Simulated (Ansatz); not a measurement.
Write a Python script for Ansatz 0.2.0 through its Python package that makes a relaxed scan of one distance of AlBClH3, SMILES [AlH2][BH]Cl. Use (for the species named): PBE0, def2-SVP basis, multiplicity 1.

```yaml
atoms:
  - { symbol: Al, position_ang: [-0.6733, 0.4005, -0.5682] }
  - { symbol: B, position_ang: [0.7494, -0.2951, 0.6615] }
  - { symbol: Cl, position_ang: [1.1544, -2.0809, 0.5989] }
  - { symbol: H, position_ang: [-1.4097, -0.5266, -1.5855] }
  - { symbol: H, position_ang: [-1.0967, 1.9895, -0.5556] }
  - { symbol: H, position_ang: [1.3178, 0.4486, 1.4028] }
```

`relaxed_scan_albclh3.py`
```python
"""One bond of AlBClH3 held at set lengths while the rest relaxes."""

import ansatz
import numpy as np

geometry_ang = [
    ("Al", (-0.6733, 0.4005, -0.5682)),
    ("B", (0.7494, -0.2951, 0.6615)),
    ("Cl", (1.1544, -2.0809, 0.5989)),
    ("H", (-1.4097, -0.5266, -1.5855)),
    ("H", (-1.0967, 1.9895, -0.5556)),
    ("H", (1.3178, 0.4486, 1.4028)),
]
geometry = ansatz.Crystal.molecule()
for symbol, xyz in geometry_ang:
    geometry = geometry.atom(symbol, xyz)

setup = (
    geometry.calculation()
    .basis(gaussian="def2-SVP")
    .functional("PBE0")
)
symbols = [site.symbol for site in geometry.cartesian_sites]
pairs = [(0, 1), (0, 3), (0, 4), (1, 2), (1, 5)]
print("held (A)   E (eV)        ", "  ".join(f"{symbols[i]}{i}-{symbols[j]}{j}" for i, j in pairs))
for length in [1.1, 1.19, 1.29, 1.43, 1.61]:
    summary = setup.relax(constraints=[ansatz.DistanceConstraint((1, 5), at=length)], force_tolerance=0.02, max_steps=60).run().report
    xyz = np.array(summary["positions_ang"])
    print(f"{length:6.2f} {summary['free_energy_ev']:14.5f}  ", "  ".join(f"{np.linalg.norm(xyz[i] - xyz[j]):.3f}" for i, j in pairs))
```

```console
$ python relaxed_scan_albclh3.py
held (A)   E (eV)         Al0-B1  Al0-H3  Al0-H4  B1-Cl2  B1-H5
DeckWarning: relax.constraints: the input's atoms, or those drawn, lie off the distances that are held; a relaxation that starts there is brought onto them ahead of its first SCF, by positions alone, [...]
  1.10   -19829.28426   2.130  1.596  1.596  1.766  1.100
  1.19   -19829.36461   2.157  1.595  1.596  1.754  1.190
  1.29   -19829.30480   2.157  1.594  1.595  1.751  1.290
  1.43   -19829.06424   2.129  1.595  1.595  1.751  1.430
  1.61   -19828.46938   2.119  1.594  1.593  1.737  1.610
```
(Warnings from the package without file and line, shortened, repeats left out.)

Total energies depend on the basis set; only differences at equal settings carry meaning. The energies are electronic: no zero-point or thermal terms, and the basis set is short of its limit. It ran for 100 s on 1 thread of Arm Neoverse V2, with other jobs on the host, peak memory 0.21 GiB.
